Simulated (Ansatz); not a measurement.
**C3H6, singlet: cost against accuracy**

Geometry (MP2(full)/6-31G*, from the G2/97 set):

```tsv
atom	x (Å)	y (Å)	z (Å)
C	0.0000	0.8670	0.0000
C	0.7508	-0.4335	0.0000
C	-0.7508	-0.4335	0.0000
H	0.0000	1.4558	0.9105
H	0.0000	1.4558	-0.9105
H	1.2607	-0.7279	-0.9105
H	1.2607	-0.7279	0.9105
H	-1.2607	-0.7279	0.9105
H	-1.2607	-0.7279	-0.9105
```

Measured, as an electronic atomization energy: 853.2 kcal/mol (G2/97 heats of formation of molecule and atoms, with zero-point and thermal terms from B3LYP taken off; Curtiss et al., J. Chem. Phys. 106, 1063 (1997), Staroverov et al., J. Chem. Phys. 119, 12129 (2003)). The measured value holds scalar relativity and spin–orbit coupling, which all computed ones lack, and core correlation, which the wave-function levels lack. Atoms are taken at the same level; beside RHF, RMP2 and RCC rows they are unrestricted. Ansatz 0.2.0; the 6-31G* set has Cartesian d functions; a miss is computed less measured; times are wall times on shared hosts and scatter by a factor of two or so.

```csv
level,basis,miss (kcal/mol),time of the run,hardware
RHF,6-31G,-235.4,0.3 s,1 CPU thread
RHF,cc-pVDZ,-218.1,0.51 s,1 CPU thread
RCCSD(T),6-31G,-109.3,0.65 s,1 CPU thread
PBE,6-31G,5.8,0.67 s,1 CPU thread
CISD,STO-3G,25.4,0.67 s,1 CPU thread
BCCD(T),6-31G,-109.3,0.67 s,1 CPU thread
B3LYP,6-31G,-18.1,0.73 s,1 CPU thread
B2PLYP,STO-3G,112.7,0.75 s,1 CPU thread
r2SCANh,STO-3G,159.4,0.89 s,1 CPU thread
r2SCAN,STO-3G,163.1,0.91 s,1 CPU thread
revPBE,cc-pVDZ,-20.0,0.94 s,1 CPU thread
RCCSD(T),6-31G*,-69.7,0.94 s,1 CPU thread
RPA-PBE,6-31G,-142.4,0.97 s,1 CPU thread
B2PLYP,6-31G,-48.5,0.97 s,1 CPU thread
B3LYP,cc-pVDZ,-16.1,1 s,1 CPU thread
PBE0,cc-pVDZ,-3.6,1.1 s,1 CPU thread
r2SCAN,6-31G,-12.5,1.2 s,1 CPU thread
B2PLYP,6-31G*,-22.6,1.3 s,1 CPU thread
BCCD(T),6-31G*,-69.5,1.3 s,1 CPU thread
B2PLYP,cc-pVDZ,-27.7,1.7 s,1 CPU thread
CISD,6-31G,-131.5,1.7 s,1 CPU thread
BCCD(T),cc-pVDZ,-58.3,1.9 s,1 CPU thread
wB97M-V,6-31G*,10.6,3 s,1 CPU thread
CISD,6-31G*,-103.3,3.6 s,1 CPU thread
wB97M-V,cc-pVDZ,-2.2,4.2 s,1 CPU thread
PBE-QIDH,cc-pVQZ,5.6,6.5 s,H100 + 2 CPU threads
B2PLYP,cc-pVQZ,-3.1,9 s,H100 + 2 CPU threads
BHLYP,cc-pVTZ,-21.3,9 s,H100 + 2 CPU threads
RCCSDT(Q),6-31G,-109.0,10 s,1 CPU thread
PBE0,cc-pVTZ,6.3,11 s (with forces),H100 + 2 CPU threads
CAM-B3LYP,cc-pVTZ,2.1,12 s,H100 + 2 CPU threads
RCCSD(T),cc-pVQZ,-8.8,13 s,H100 + 2 CPU threads
BCCD(T),cc-pVTZ,-19.0,13 s,H100 + 2 CPU threads
B97M-V,cc-pVTZ,3.1,13 s,H100 + 2 CPU threads
B3LYP,cc-pVQZ,-2.4,14 s,H100 + 2 CPU threads
RCCSDT(Q),6-31G*,-69.4,15 s,H100 + 2 CPU threads
RPA-PBE,cc-pVTZ,-52.9,16 s,H100 + 2 CPU threads
CISDTQ,STO-3G,36.4,16 s,1 CPU thread
B3LYP,cc-pVTZ,-3.5,17 s,H100 + 2 CPU threads
BCCD(T),cc-pVQZ,-8.6,19 s,H100 + 2 CPU threads
```

HF's time is that of a plain UHF run.

The smallest set from which on each level stays within 1 kcal/mol of its own cc-pVQZ value: RHF cc-pVTZ; PBE cc-pVTZ; r2SCAN cc-pVTZ; B3LYP none (cc-pVTZ is 1.1 kcal/mol off); wB97M-V cc-pVTZ; B2PLYP none (cc-pVTZ is 3.9 kcal/mol off); RMP2 none (cc-pVTZ is 10.9 kcal/mol off); RCCSD(T) none (cc-pVTZ is 10.4 kcal/mol off).
